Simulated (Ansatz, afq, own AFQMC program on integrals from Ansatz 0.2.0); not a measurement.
**Where AFQMC and coupled cluster stand for S, triplet**

A free S atom.

Basis def2-TZVPP. Noble-gas cores (and the filled d shells of Ga–Kr and In–Xe) are frozen. AFQMC by an in-house program on the Cholesky factors that Ansatz 0.2.0 writes for its CCSD(T) run. The CISD trial takes its coefficients from CCSD amplitudes. Released means that phaseless walkers are propagated on without the constraint, phases kept. Free AFQMC starts from the CCSD state and is never constrained. Its projection time is finite, and what remains of the start isn't in its error. Uncertainties: one standard error, sampling alone.

Determinant: UHF, the one that the program's search chose, which needn't be the lowest solution.

Full CI is exact in this basis; its frozen core comes from its own orbitals, which moves totals by up to a few meV.

Cautions: the released energies are still falling, so no released level is given (meV from the phaseless value at times in 1/Eh: -4.5 ± 1.6 at 0.24, -7.7 ± 1.4 at 0.50, -9.8 ± 1.2 at 1.00, -10.5 ± 1.0 at 1.50); full CI with its own frozen core.

```
T1 diagnostic                               : 0.0100
weight of the determinant in the CISD state : 0.930
⟨S²⟩ of the determinant                     : 2.012
size of the correlated space                : 6 electrons in 37 orbitals
```

| level | correlation energy (eV) |
| --- | --- |
| MP2 | -3.1710 |
| CCSD | -3.8097 |
| CCSD(T) | -3.9386 |

Q: Estimate where phaseless AFQMC with a CISD trial lies against CCSD(T) on the same integrals.

A: 1.4 ± 0.2 kJ/mol below CCSD(T).

Reference: full CI, correlation energy -3.960 eV. CCSDTQ lies 3.5 meV below full CI, in part by the other frozen core, which shifts every row alike, so rows that close can't be ranked against it.

| level | E − E(reference) (kJ/mol) | share of correlation (%) |
| --- | --- | --- |
| CCSD(T) | 2.1 | 99.45 |
| CCSDT | 0.0 | 99.99 |
| CCSDT(Q) | -0.3 | 100.08 |
| CCSDTQ | -0.3 | 100.09 |
| ph-AFQMC/CISD | 0.7 ± 0.2 | 99.81 |
| free AFQMC | -0.6 ± 0.1 | 100.16 |

CCSDT and higher add their correlation energy to the determinant of the CCSD(T) run, since their own runs factorise the integrals more tightly (a shift of under 2 meV). Free projections are given only where their last times agree within the noise and don't stop above the reference; a slow remainder of the start can still hide under it. A walk keeps the symmetry of its determinant, which the program's search chose and which needn't be the lowest solution, so a lower state of the same spin and another symmetry isn't excluded.
